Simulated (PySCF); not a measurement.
NMR data simulated for an unnamed compound:

1H NMR (500 MHz, computed): δ 2.04 (br s, 2H).

13C{1H} NMR (computed): δ 129.2 (C, q, J = 328.8 Hz).

No relativistic terms, one computed conformer, gas phase, fast rotation and ring inversion assumed for equivalent nuclei. Spin–spin couplings from B3LYP/pcJ-1; PBE0-D3(BJ)/def2-SVP structure; shielding tensors at PBE0/pcSseg-1 (GIAO); PySCF.

Scale: 1H (31.27 ppm), 13C (184.41 ppm) against TMS (reference shieldings calculated alike).

**Question.** Which of these does the molecule contain: a CF3 group, a ketone, a (CH3)2CH unit, an S-methyl group, an NH or NH2 group?

**Answer.** 
- A CF3 group: yes (δC 129.2).
- A ketone: no.
- A (CH3)2CH unit: no.
- An S-methyl group: no.
- An NH or NH2 group: yes (δH 2.04 (br s)).

The data belong to `NC(F)(F)F`, CH₂F₃N; they needn't prove each group on their own.

Carbon signals by region: 1 in the sp2 and nitrile region (100–160 ppm).

The OH or NH signal is concentration- and solvent-dependent in practice; the value given is the gas-phase one. Common functionals overestimate the size of one-bond C–F couplings by tens of Hz; these are unscaled. Shifts are as computed. Against solution values, carbons near 30 ppm lie about +2 ppm off and those near 130 ppm about +5 ppm. Of 1211 compounds with measured shifts, 218 miss one by over three times the rms of a fit or turn the order of signals round; such compounds aren't used in these exercises.
